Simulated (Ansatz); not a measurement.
AlSiH5⁺, that is AlH2(SiH3) with one electron fewer. The state is a doublet with charge 1. Geometry r2SCAN-D4/def2-TZVP, that of the neutral singlet; atoms count from 1.

Cartesian coordinates in Å:
```
Al 0.183 -1.396 -0.062
H 1.129 -2.132 0.979
H -0.592 -2.266 -1.141
Si -0.115 1.041 0.028
H -0.439 1.633 -1.300
H 1.084 1.749 0.559
H -1.251 1.373 0.938
```

Q: Estimate the Mulliken populations from the PBE0/def2-TZVP orbitals of Ansatz.

A: 
| atom | charge (e) | spin (α − β) |
| --- | --- | --- |
| Al1 | 0.54 | 0.23 |
| H2 | 0.05 | 0.10 |
| H3 | 0.04 | 0.10 |
| Si4 | 0.03 | 0.45 |
| H5 | 0.11 | 0.03 |
| H6 | 0.11 | 0.03 |
| H7 | 0.11 | 0.04 |
Mulliken values depend strongly on the basis.

Q: Where does the spin sit?

A: Summed by element: Al 0.23, H 0.31, Si 0.45, of 1 unpaired in all. Largest on single atoms: Si4 0.45, Al1 0.23, H2 0.10.

Q: And the Mayer bond orders between heavy atoms (over 0.3)?

A: Al1–Si4 0.57 (2.46 Å).
